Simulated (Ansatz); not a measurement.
**Rutile PbO2**

Calculation: PBE (plane waves, PAW; Ansatz, a quantum-chemistry and plane-wave program).

Numerical settings: plane-wave cutoff 520 eV, 8×8×12 k mesh (along the axes of the cell as run), Fermi–Dirac smearing 0.1 eV, perturbation theory, force constants from a 4×4×4 q mesh, scalar-relativistic PAW data made under PBE.

Cell: relaxed at this level.

For rutile PbO2, the zero-point energy is 0.050 eV/atom.

Spin–orbit coupling is not included; it can shift volumes and moduli of such heavy elements.
